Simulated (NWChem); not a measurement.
System: acetonitrile (C2H3N); SMILES CC#N

Computed with NWChem. Geometry: optimised at PBE0/def2-SVP. Level M06-2X/def2-SVP: energy and gradient on several grids; changes count from the extra-fine grid, which is no exact limit either.

Q: Which is the coarsest grid (medium; xcoarse; xfine; coarse; fine) from which on the energy stays within 500 μHa and each gradient component within 500 μHa/bohr of xfine?

A: medium.
```json
[
 {"grid": "xcoarse", "size of the energy change (μHa)": "6000", "largest change of a gradient component (μHa/bohr)": "7000"},
 {"grid": "coarse", "size of the energy change (μHa)": "300", "largest change of a gradient component (μHa/bohr)": "900"},
 {"grid": "medium", "size of the energy change (μHa)": "10", "largest change of a gradient component (μHa/bohr)": "100"},
 {"grid": "fine", "size of the energy change (μHa)": "< 10", "largest change of a gradient component (μHa/bohr)": "< 30"},
 {"grid": "xfine", "size of the energy change (μHa)": "< 10", "largest change of a gradient component (μHa/bohr)": "< 30"}
]
```
